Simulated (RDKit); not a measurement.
RDKit input (UFF):

```python
from rdkit import Chem
from rdkit.Chem import AllChem, rdDetermineBonds

mol = Chem.MolFromXYZFile('mol.xyz')
rdDetermineBonds.DetermineBonds(mol, charge=0)
print('SMILES', Chem.MolToSmiles(Chem.RemoveHs(mol)))
ff = AllChem.UFFGetMoleculeForceField(mol)
e0 = ff.CalcEnergy()
flag = ff.Minimize(maxIts=5000, forceTol=1e-5)
print(f'energy {e0:.4f} -> {ff.CalcEnergy():.4f} kcal/mol, converged: {flag == 0}')
print(Chem.MolToXYZBlock(mol))
```
mol.xyz:
```
10

C      1.21013508    -0.36745904    -0.00201603
C      0.00594134     0.57336340    -0.00022751
N     -1.30565618    -0.07401790     0.00235316
H      2.15083117     0.18965263    -0.00390203
H      1.20276946    -1.01094548     0.88157958
H      1.19962331    -1.01161389    -0.88509263
H      0.05020044     1.22835584    -0.87435923
H      0.05331264     1.22901704     0.87324517
H     -1.40535207    -0.67057564     0.81648160
H     -1.40825028    -0.67119137    -0.81096339
```

From the last part of the output:

```
SMILES CCN
energy 5.0492 -> 1.9408 kcal/mol, converged: True
10

C      1.170826   -0.374983   -0.001933
C      0.002007    0.609535   -0.000249
N     -1.282680   -0.086638    0.002313
H      2.129255    0.185638   -0.003860
H      1.135035   -1.016246    0.904180
H      1.131815   -1.016969   -0.907400
H      0.065508    1.258368   -0.900273
H      0.068705    1.259087    0.899025
H     -1.331956   -0.701266    0.847392
H     -1.334960   -0.701941   -0.842095
```
